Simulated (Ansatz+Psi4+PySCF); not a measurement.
## doublet NaCl(+): levels of theory in one basis

```xyz
2

Na    0.0000    0.0000   -1.4517
Cl    0.0000    0.0000    0.9393
```

Basis set: cc-pCVTZ on Na; cc-pV(T+d)Z on Cl (spherical functions). Left uncorrelated: 6 orbitals. Correlation on ROHF uses semicanonical orbitals with singles. Charge 1, multiplicity 2.

Computed with Ansatz (development build ahead of 0.2.0) and Psi4 1.11; each method stands on the lowest determinant of its kind that the runs found.

| method | E − E(ROHF) (eV) | <S²> of the determinant |
| --- | --- | --- |
| ROHF | 0.00 | 0.75 |
| UHF | -0.16 | 0.76 |
| ROHF-MP2 | -11.67 | – |
| UHF-MP2 | -11.64 | 0.76 |
| ROHF-CCSD | -12.38 | – |
| UHF-CCSD | -12.39 | 0.76 |

(1) What does ROHF-CCSD(T) give on the same scale?

Results:

(1) -12.64 eV.
